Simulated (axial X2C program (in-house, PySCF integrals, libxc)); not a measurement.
What spin–orbit coupling does to PO

Calculated with an axial X2C code built on PySCF integrals. Spin-free means the one-electron spin-free X2C Hamiltonian; two-component (2c) means X2C with spin–orbit coupling and atomic mean-field two-electron Coulomb and Gaunt terms, so the difference of the two also holds small scalar two-electron terms. Basis: P dyall-v3z [8s7p2d1f], O dyall-av3z [7s6p3d2f] (cores contracted in-house); Gaussian nuclei, density fitting, unrestricted open shells. Masses: P 30.974 u, O 15.995 u.

Spin-free state: M_S = 1/2, Λ = 1 (beyond evenly filled blocks: π+α); fragments P + O.

```json
{"level": "PBE0", "Re (Å)": "1.483", "ωe (cm⁻¹)": "1272.6", "De (eV)": "5.808", "μ (D)": "-2.05"}
{"level": "LDA", "Re (Å)": "1.493", "ωe (cm⁻¹)": "1219.6", "De (eV)": "7.657", "μ (D)": "-1.93"}
```

Dipoles are positive if O is the positive end.

Task: Within this multiplet, which Ω should lie lowest by the rule for regular and inverted multiplets?

Result: The open π shell holds one electron, so the multiplet is regular: Ω = Λ − 1/2 = 1/2. The PBE0 2c search agrees, though Ω = 3/2 of the search lies only 0.03 eV higher.

Two-component determinant lowest at the distance of the search:

Ω = 1/2 (⟨Sz⟩ = -0.50, ⟨Lz⟩ = 1.00 at PBE0); fragments P + O.

| level | Re (Å) | ωe (cm⁻¹) | De (eV) | μ (D) |
| --- | --- | --- | --- | --- |
| PBE0 | 1.483 | 1272.3 | 5.823 | -2.06 |
| LDA | 1.493 | 1219.4 | 7.672 | -1.93 |

Task: From the two tables, how do the constants change at the PBE0 level (2c against spin-free)?

Result: At the PBE0 level Re is unchanged within 0.001 Å and ωe goes down by 0.3 cm⁻¹; De is not compared, since the atomic limits differ or miss part of their spin–orbit lowering.

The state is a single determinant with fixed occupations, the lowest that a limited PBE0 search found. Dissociation energies refer to the lowest single-determinant-based atoms at the same level and basis. Density functionals use the spin component along the axis (collinear). The 2c atoms are single determinants rather than J levels; their spin–orbit lowering is only partly caught, and De is too large by that part. This holds for PBE0, LDA. Without a current term, density functionals place determinants with orbital angular momentum somewhat too high.
